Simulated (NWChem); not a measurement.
Species: hydrogen peroxide (H₂O₂); SMILES OO

```xyz
4

O      0.0617    -0.7252    -0.0555
O     -0.0617     0.7252    -0.0555
H     -0.7408    -0.9582     0.4443
H      0.7408     0.9582     0.4443
```
Atoms are numbered in this order, from 1.

Computed with NWChem. Geometry: optimised at B3LYP/6-31G* (spherical d). Total energies compare along this basis series because the functional is fixed.

| level | basis functions | energy (Ha) | highest occupied level (eV) | orbital gap (eV) | dipole (D) |
|---|---|---|---|---|---|
| TPSS/pcseg-1 | 38 | -151.5338 | -6.23 | 5.45 | 1.78 |
| TPSS/aug-pcseg-1 | 64 | -151.5480 | -6.58 | 5.25 | 1.58 |
| TPSS/pcseg-2 | 88 | -151.6343 | -6.46 | 5.42 | 1.69 |
| TPSS/STO-3G | 12 | -149.4836 | -1.79 | 6.15 | 1.36 |
| TPSS/def2-SVP | 38 | -151.4399 | -5.88 | 5.58 | 1.75 |
